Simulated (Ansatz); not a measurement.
Reaction (SMILES): [OH] (OH) → H atom + O atom
B3LYP-D3(BJ)/def2-TZVP geometries, fixed; electronic energies without zero-point terms.

Basis-set convergence of the atomisation energy at HF with Ansatz (a first-principles code). Cartesian d functions, on some or all atoms, in 6-31G*, 6-31+G*; all else is spherical. Open shells are unrestricted. No added dispersion term, no relativity. Functions are those of the species that has most. Reference: the value in aug-cc-pV5Z, 68.24 kcal/mol, itself unsure by roughly 0.09 kcal/mol (its mean distance from pcseg-4, aug-pcseg-3, aug-cc-pVQZ). Deviations are taken from unrounded values.

| basis | functions | atomisation energy (kcal/mol) |
|---|---|---|
| 6-31G* | 17 | 62.61 |
| 6-31+G* | 21 | 63.65 |
| cc-pVDZ | 19 | 64.13 |
| aug-cc-pVDZ | 32 | 67.44 |
| def2-SVP | 19 | 66.20 |
| def2-SVPD | 31 | 69.04 |
| pcseg-1 | 19 | 66.31 |
| aug-pcseg-1 | 32 | 68.34 |
| 6-311G** | 24 | 65.94 |
| 6-311+G** | 28 | 67.08 |
| def2-TZVP | 37 | 66.85 |
| def2-TZVPD | 49 | 67.41 |
| cc-pVTZ | 44 | 67.39 |
| aug-cc-pVTZ | 69 | 68.11 |
| pcseg-2 | 44 | 68.21 |
| aug-pcseg-2 | 69 | 68.45 |
| def2-TZVPP | 45 | 67.83 |
| def2-TZVPPD | 57 | 68.15 |
| cc-pVQZ | 85 | 67.98 |
| aug-cc-pVQZ | 126 | 68.24 |
| def2-QZVPP | 87 | 68.12 |
| def2-QZVPPD | 99 | 68.21 |
| pcseg-3 | 93 | 68.41 |
| aug-pcseg-3 | 134 | 68.43 |
| cc-pV5Z | 146 | 68.18 |
| aug-cc-pV5Z | 207 | 68.24 |

What the diffuse functions change, pair by pair:
- 6-31G* to 6-31+G*: 4 more functions, deviation -5.62 to -4.59 kcal/mol
- cc-pVDZ to aug-cc-pVDZ: 13 more functions, deviation -4.11 to -0.80 kcal/mol
- def2-SVP to def2-SVPD: 12 more functions, deviation -2.04 to 0.80 kcal/mol
- pcseg-1 to aug-pcseg-1: 13 more functions, deviation -1.93 to 0.10 kcal/mol
- 6-311G** to 6-311+G**: 4 more functions, deviation -2.30 to -1.16 kcal/mol
- def2-TZVP to def2-TZVPD: 12 more functions, deviation -1.39 to -0.83 kcal/mol
- cc-pVTZ to aug-cc-pVTZ: 25 more functions, deviation -0.85 to -0.12 kcal/mol
- pcseg-2 to aug-pcseg-2: 25 more functions, deviation -0.03 to 0.21 kcal/mol
- def2-TZVPP to def2-TZVPPD: 12 more functions, deviation -0.41 to -0.09 kcal/mol
- cc-pVQZ to aug-cc-pVQZ: 41 more functions, deviation -0.26 to 0.00 kcal/mol
- def2-QZVPP to def2-QZVPPD: 12 more functions, deviation -0.12 to -0.03 kcal/mol
- pcseg-3 to aug-pcseg-3: 41 more functions, deviation 0.17 to 0.19 kcal/mol
- cc-pV5Z to aug-cc-pV5Z: 61 more functions, deviation -0.06 to 0.00 kcal/mol

Leaving out the reference's own pair, they bring the value nearer the reference by more than 0.09 kcal/mol in 10 of 12 pairs.
